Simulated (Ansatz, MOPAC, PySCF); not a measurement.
System: C3H2N, net charge 0, doublet state. SMILES: [CH]=CC#N
Coordinates optimised at B3LYP-D3(BJ)/def2-TZVP (Ansatz, an electronic-structure program):
```
C
C 1 1.3111
H 2 1.0776 1 137.23
H 1 1.0922 2 120.62 3 0.00
C 1 1.4275 4 115.57 2 180.00
N 5 1.1518 4 150.57 1 -180.00
```
Charge 0, spin multiplicity 2.

Property: enthalpy of formation at 298 K, in kcal/mol. Set-up: open shells spin-unrestricted; non-relativistic; spin-orbit terms left out; dispersion terms only where a functional's name holds one; 6-31G* and kin with 6d, 5d where marked; 6-311+G** with 5d. First-principles rows: single points at B3LYP-D3(BJ) geometries (Ansatz), with unscaled harmonic terms from B3LYP/6-31G* at its own minima, enthalpies of formation by atomisation with measured atoms. Semi-empirical rows: MOPAC heats of formation at their own minima for 298 K. A UHF reference is markedly spin-contaminated in at least one set, which strains HF and MP2.

| level | program | enthalpy of formation at 298 K (kcal/mol) |
|---|---|---|
| PM3 | MOPAC | 93.8 |
| PM6 | MOPAC | 88.7 |
| HF/6-311+G** | Ansatz | 309.9 |
| SVWN5/6-31G* | Ansatz | 1.2 |
| PBE/6-311+G** | Ansatz | 79.6 |
| BP86/def2-SVP | PySCF | 71.3 |
| B3LYP/6-31G* | Ansatz | 110.2 |
| M06-2X/6-311+G** | PySCF | 112.4 |
| B3PW91/6-31G* (5d) | PySCF | 105.6 |
| M06-2X/def2-TZVPD | PySCF | 106.0 |
| wB97M-V/def2-TZVPD | Ansatz | 105.6 |
| wB97X-V/def2-TZVPD | Ansatz | 108.2 |

No value to compare with is used here. The 9 habitual levels span 1.2 (SVWN5/6-31G*) to 309.9 kcal/mol (HF/6-311+G**); wB97X-V/def2-TZVPD gives 108.2.

The levels are drawn from those run, B3LYP/6-31G* more often than the rest, none by its result; runs whose electronic state is in doubt are left out.
